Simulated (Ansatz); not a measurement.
For zinc-blende CuI, BLYP in Ansatz (PAW) gives:

equilibrium lattice constant a: 6.251 Å
bulk modulus: 30.2 GPa
band gap at the measured cell: 1.19 eV

Q: What does r²SCAN+SOC in Ansatz (plane waves, PAW) give for the same quantities?

A: 
- lattice constant a: 6.025 Å (drops by 3.6 %)
- bulk modulus: 43.5 GPa (grows by 44 %)
- band gap at the measured cell: 1.49 eV (rises by 0.30 eV)

For comparison: lattice constant a 6.053 ± 0.003 Å (measured, temperature not stated, not corrected to a static lattice, our sources range from 6.044 to 6.054; as tabulated in arXiv:2305.18931); bulk modulus 36.6 GPa (measured, temperature not stated, no zero-point or thermal correction; as tabulated in Gopakumar et al. (2017), arXiv:1612.07068); band gap 3.12 eV (measured, temperature not stated, no zero-point or thermal correction, our sources range from 2.95 to 3.12; as tabulated in Abedi et al. (2022), arXiv:2211.14644).

Changes are worked out from the printed values.

Unless a cell is named, each level is at its own relaxed cell (BLYP 30.54, r²SCAN+SOC 27.34 Å³/atom).

Levels without +SOC have no spin–orbit coupling; where heavier elements are present it shifts gaps, mostly down, and can invert bands. Density-functional gaps are differences of (generalised) Kohn–Sham levels.

Caveats: the cell is over a tenth larger than the published one: the level's own overestimate first of all, though another phase or state, or a fault of the published cell, is possible (BLYP). Ansatz's density-functional and Hartree–Fock values are scalar-relativistic unless marked +SOC, with PAW data made under PBE.

Ansatz is a program for electronic structure.
